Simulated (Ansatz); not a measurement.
# NS: the cost of one run

Computed with Ansatz 0.2.0 (the levels named in each step, unless a step's input says otherwise).

### Step 1. The starting structure

Bond lengths: N1–S2 1.463 Å.

As a file:

```xyz
2

N     0.0000    0.0000    0.0000
S     0.0000    0.0000    1.4633
```

### Step 2. A rough first relaxation, PBE-D4/def2-SVP

This run stands in another session on the same molecule. It ended at:

```xyz
2

N     0.0000    0.0000   -0.0301
S     0.0000    0.0000    1.4934
```

### Step 3. Relaxation, HF/STO-3G

Input file input.yaml:

```yaml
crystal:
  periodic: [false, false, false]
  atoms:
    - { symbol: "N", position_ang: [0.0, 0.0, -0.03013871] }
    - { symbol: S, position_ang: [0.0, 0.0, 1.49340871] }
magnetization:
  spin_polarized: true
  initial_magnetization: 1
basis:
  gaussian: { orbitals: STO-3G }
hamiltonian:
  xc: hf
relax:
  f_tol: 0.002
  max_steps: 150
```

Started as:

```bash
$ ansatz run input.yaml --threads 1 --pin off --max-ram 2560MiB --backend cpu --events-out ev --progress --plain --runs-dir out
```

What time and memory should one allow on 1 thread of Arm Neoverse N1, shared host?

About 1 s, with a peak of 0.072 GiB.
